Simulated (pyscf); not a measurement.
Single points on ωB97X-D3(BJ)/def2-SVP structures (PySCF, gas phase).

Task: For O=V(F)(F)–F (SMILES [O]=[V]([F])([F])[F]) + H₂O (SMILES O) -> O=V(OH)(F)–F (SMILES [O]=[V]([OH])([F])[F]) + HF (SMILES F), a four-centre exchange (singlet surface; F–V, H–O broken, O–V, F–H formed), PBE/def2-TZVP gives ΔE‡ = 33.6 kJ/mol and ΔE = +18.9 kJ/mol (zero: the separated reactants). In which direction and how far do B3LYP-D3(BJ)/def2-TZVP, M06-2X/def2-TZVP, ωB97M-D3(BJ)/def2-TZVP move these?

Result: B3LYP-D3(BJ): ΔE‡ = 38.1 kJ/mol, ΔE = +14.2 kJ/mol; M06-2X: ΔE‡ = 21.5 kJ/mol, ΔE = +7.1 kJ/mol; ωB97M-D3(BJ): ΔE‡ = 40.5 kJ/mol, ΔE = +15.5 kJ/mol. PBE's barrier lies among them. Its reaction energy lies over all of them, by 3.4 to 11.7 kJ/mol. On the reactant side the descent ends in an adduct with a O–V contact, 47.0 kJ/mol under the separated species and 84.9 kJ/mol under the saddle at ωB97X-D3(BJ)/def2-TZVP. On the product side the descent ends in a complex (not fully relaxed), 20.1 kJ/mol under the separated species and 43.0 kJ/mol under the saddle at ωB97X-D3(BJ)/def2-TZVP. What is counted as formed (O–V) is already present as a longer contact in the reactant adduct; forming that adduct is a step of its own. This is the saddle that the search found; another between the same sides may lie lower.
